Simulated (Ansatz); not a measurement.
```yaml
crystal:
  periodic: [false, false, false]
  atoms:
    - {symbol: Ge, position_ang: [-0.896558, -0.331905, -0.002857]}
    - {symbol: S, position_ang: [1.058631, 0.852014, 0.006636]}
    - {symbol: O, position_ang: [2.054598, -0.269304, -0.000756]}
    - {symbol: H, position_ang: [-1.678052, 1.089808, 0.006785]}
basis:
  gaussian: {orbitals: def2-TZVP}
magnetization: {spin_polarized: true, initial_magnetization: 1}
hamiltonian: {xc: pbe0}
relax: {f_tol: 0.004, max_steps: 80}
```

```sh
$ ansatz run in.yaml --threads 1 --pin off --events-out ev --progress --plain --max-ram 2176MiB
```

Steps of the relaxation (energy above the last step; positions in Å, forces in eV/Å):

```
4
step 1, 42.2 meV
Ge   -0.897   -0.332   -0.003   -0.172    0.574    0.004
S     1.059    0.852    0.007   -0.792    0.107    0.000
O     2.055   -0.269   -0.001    0.907   -0.413   -0.002
H    -1.678    1.090    0.007    0.056   -0.268   -0.002
```

```
4
step 2, 119.2 meV
Ge   -0.994   -0.291   -0.003   -0.164   -0.706   -0.005
S     1.044    0.729    0.006    0.932    0.486    0.004
O     2.248   -0.218    0.000   -1.223    0.170    0.001
H    -1.760    1.121    0.007    0.454    0.050    0.001
```

```
4
step 3, 5.0 meV
Ge   -0.956   -0.326   -0.003   -0.057   -0.031    0.000
S     1.031    0.792    0.006    0.069    0.101    0.001
O     2.146   -0.234    0.000   -0.167    0.008    0.000
H    -1.682    1.109    0.007    0.155   -0.079    0.000
```

```
4
step 8, 0.0 meV
Ge   -0.957   -0.337   -0.003    0.000    0.000    0.000
S     1.015    0.800    0.006    0.000    0.000    0.000
O     2.124   -0.230    0.000    0.000    0.000    0.000
H    -1.644    1.107    0.007    0.000    0.000    0.000
```

Close pairs at the end: S2–O3 1.513 Å, Ge1–H4 1.599 Å, Ge1–S2 2.276 Å.

A stationary point of unrestricted PBE0 after 8 steps, with ⟨S²⟩ = 0.757 against 0.75 for a pure state; no frequencies were run, so it isn't proven a minimum. 1.7 min on 1 thread of Arm Neoverse V2, shared host.
